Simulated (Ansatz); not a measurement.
Worked example: correlation energy of H3S⁺, singlet

Geometry: a PBE0/def2-TZVP stationary point for this spin, not checked as a minimum.

```xyz
4

S     0.0004    0.0000   -0.0625
H     1.1434    0.0122    0.6691
H    -0.5882    0.9875    0.6590
H    -0.5670   -0.9998    0.6589
```

Basis cc-pVTZ; Ansatz 0.2.0. Only valence electrons are correlated (noble-gas cores frozen), which leaves 8 electrons in 71 orbitals. Prefix R: restricted or restricted open-shell reference.

Full CI isn't at hand for all of this; RCCSDT(Q) serves as the reference, and is uncertain by about the last step of the cluster series.

Runs differ by some tens of microhartree through their thresholds, so steps under 0.03 kcal/mol mean nothing.

| level | total energy (hartree) |
| --- | --- |
| RHF | -398.993241 |
| RMP2 | -399.180761 |
| RCCSD | -399.207765 |
| RCCSD(T) | -399.214995 |
| RCCSDT | -399.215733 |
| RCCSDT(Q) | -399.216012 |

Task: What is the correlation energy at RCCSDT(Q), and what share of it do RMP2 and RCCSDT recover?

Result: E(corr) = -399.216012 − (-398.993241) = -0.222771 hartree = -6.062 eV. RMP2: -0.187520 / -0.222771 = 84.18 %. RCCSDT: -0.222492 / -0.222771 = 99.87 %.

Task: By how many kcal/mol does RCCSD(T) miss RCCSDT(Q) (1 hartree = 627.509 kcal/mol), and which steps make up the rest?

Result: -399.214995 − (-399.216012) = 0.001017 hartree = 0.64 kcal/mol. Steps: RCCSDT − RCCSD(T) = -0.46, RCCSDT(Q) − RCCSDT = -0.18 kcal/mol. That is within 1 kcal/mol of the reference in this basis, which itself misses far more of the correlation at the basis-set limit.
